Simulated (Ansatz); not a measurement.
A structure relaxed at PBE0-D4/def2-TZVP, charge 0, multiplicity 1:

```xyz
11

N    -1.969   -0.492    0.538
C    -0.833   -0.085   -0.246
S     0.614   -1.015    0.356
C     1.912    0.089   -0.149
F     1.997    1.225    0.635
H    -1.919   -0.118    1.477
H    -2.835   -0.190    0.113
H    -1.015   -0.347   -1.291
H    -0.575    0.979   -0.190
H     1.771    0.417   -1.182
H     2.850   -0.464   -0.060
```

Question: Give its formula and SMILES.

Answer: C2H6FNS, `NCSCF`.

Question: Summarise the bond lengths by kind.

Answer: 1 × C–N 1.439 Å; 2 × H–N 1.011 to 1.012 Å; 2 × C–S 1.778 to 1.822 Å; 4 × C–H 1.092 to 1.097 Å; 1 × C–F 1.383 Å.

All numbers were calculated with Ansatz.
